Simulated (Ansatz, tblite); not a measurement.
# The cluster B₃+: rung by rung

One table from this session's results is given with a row withheld; the runs are named, their logs left out.

Computed with Ansatz 0.2.0, Gaussian basis. Level: as each input shows.

Plan: GFN1-xTB, GFN2-xTB, PBE-D4/def2-TZVP, r2SCAN-D4/def2-TZVP, BLYP-D4/def2-TZVP, HF/def2-TZVP, r2SCANh-D4/def2-TZVP, LC-ωPBE/def2-TZVP, ωB97X-V/def2-TZVP, LC-ωPBE(0.10)/def2-TZVP, LC-ωPBE(0.15)/def2-TZVP, LC-ωPBE(0.20)/def2-TZVP, LC-ωPBE(0.30)/def2-TZVP, PBE-D4/def2-SVP, PBE0-D4/def2-SVP, CCSD(T)/def2-TZVPP, MP2/def2-TZVP, RPA/def2-TZVP.

## The structure

The geometry is that of the singlet, from an earlier relaxation (PBE-D4/def2-TZVP). At that level it is the lowest of the isomers that a small search found.

3 atoms, charge 1, spin multiplicity 1.

Bond lengths: B1–B2 1.574 Å, B1–B3 1.574 Å, B2–B3 1.574 Å. Angles: B2–B1–B3 60.0°, B1–B2–B3 60.0°, B1–B3–B2 60.0°.

The ion is computed in the gas phase, without counter-ions or solvent.

PBE0-D4/def2-TZVP was run before; its log isn't repeated, and its numbers join the tables.

The first run:

Tight binding, by tblite at 300 K electronic temperature and without a spin-polarisation term:

```python
tblite.interface.Calculator('GFN1-xTB', numbers, positions, charge=1, uhf=0).singlepoint()
```

Tight binding, by tblite at 300 K electronic temperature and without a spin-polarisation term:

```python
tblite.interface.Calculator('GFN2-xTB', numbers, positions, charge=1, uhf=0).singlepoint()
```

start.molden holds the orbitals of an earlier run on this state, given as this run's starting guess.

in.yaml

```yaml
crystal:
  periodic: [false, false, false]
  atoms:
    - {symbol: B, position_ang: [0.786756, 0.454937, -0.014501]}
    - {symbol: B, position_ang: [-0.786643, 0.450212, -0.068311]}
    - {symbol: B, position_ang: [-0.000113, -0.905159, 0.082812]}
basis:
  gaussian: {orbitals: def2-TZVP, initial_orbitals: start.molden}
total_charge: 1
hamiltonian: {xc: pbe, dispersion: d4}
scf: {omitted_lower_state_checks: [starts]}
output: {orbitals: {seedname: orbitals}}
```

On the command line:

```bash
> ansatz run in.yaml --threads 4 --pin off --events-out ev --progress --plain --max-ram 3916MiB
```

Among the steps run: PBE-D4/def2-TZVP; r2SCAN-D4/def2-TZVP; BLYP-D4/def2-TZVP; HF/def2-TZVP; r2SCANh-D4/def2-TZVP; LC-ωPBE/def2-TZVP; ωB97X-V/def2-TZVP; LC-ωPBE(0.10)/def2-TZVP; LC-ωPBE(0.15)/def2-TZVP; LC-ωPBE(0.20)/def2-TZVP; LC-ωPBE(0.30)/def2-TZVP; PBE-D4/def2-SVP; PBE0-D4/def2-SVP; CCSD(T)/def2-TZVPP; MP2/def2-TZVP; RPA/def2-TZVP.

One of the session's tables, all rows but one given; the rest of the session is left out.

It belongs to the step «Levels side by side». 

| level | HOMO (eV) | LUMO (eV) | gap (eV) |
| --- | --- | --- | --- |
| HF/def2-TZVP | -16.65 | -7.89 | 8.76 |
| PBE-D4/def2-SVP | -13.83 | -13.07 | 0.77 |
| PBE-D4/def2-TZVP | -13.80 | -13.05 | 0.75 |
| BLYP-D4/def2-TZVP | ? | ? | ? |
| r2SCAN-D4/def2-TZVP | -13.95 | -12.84 | 1.10 |
| r2SCANh-D4/def2-TZVP | -14.31 | -12.46 | 1.85 |
| PBE0-D4/def2-SVP | -14.79 | -12.01 | 2.78 |
| PBE0-D4/def2-TZVP | -14.77 | -12.00 | 2.77 |
| LC-ωPBE/def2-TZVP | -17.37 | -9.58 | 7.79 |
| ωB97X-V/def2-TZVP | -16.96 | -9.64 | 7.32 |
| LC-ωPBE(0.10)/def2-TZVP | -15.27 | -11.63 | 3.65 |
| LC-ωPBE(0.15)/def2-TZVP | -15.88 | -11.09 | 4.79 |
| LC-ωPBE(0.20)/def2-TZVP | -16.36 | -10.66 | 5.70 |
| LC-ωPBE(0.30)/def2-TZVP | -17.02 | -10.02 | 6.99 |

Estimate the missing values for BLYP-D4/def2-TZVP.

As computed: HOMO (eV): -13.59; LUMO (eV): -12.91; gap (eV): 0.68. In the column «HOMO (eV)» it is the highest.
